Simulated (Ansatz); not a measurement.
## Ansatz (development build ahead of 0.2.0) run

```yaml
crystal:
  periodic: [false, false, false]
  atoms:
    - { symbol: P, position_ang: [0.0, 0.0, 0.0] }
    - { symbol: P, position_ang: [0.0, 0.0, 1.8867] }
basis:
  gaussian: { orbitals: def2-SVP }
total_charge: 1
magnetization:
  initial_magnetization: 1
hamiltonian:
  xc: hf
correlation:
  method: mp2
  frozen_orbitals: { P: 5 }
scf:
  omitted_lower_state_checks: [starts, atomic_configurations, cluster_reference, orbital_swaps, given_window_search, neighbouring_geometries, increment]
```

The input is written out in the form of the current development build from the run's settings. Correlation on restricted open-shell orbitals is semicanonical, with singles.

Results

```json
{
 "Converged": "yes",
 "Reference energy": "-680.89807 hartree",
 "Correlation energy": "-0.18216 hartree",
 "Total energy": "-681.08022 hartree",
 "Spin squared of the determinant": "0.750",
 "Stability test": "minimum among restricted orbitals"
}
```

Messages of the program:
```
mean field -18528.18026510 eV, -680.8980658907 hartree, gradient 1.7e-6 eV, S^2 0.750000; 2 other ends of a descent, 0 dependent functions left out
```

Caution: MP2 on this radical cation hangs on the determinant chosen; a plain start can end on a higher determinant; another reference gives a lower total.
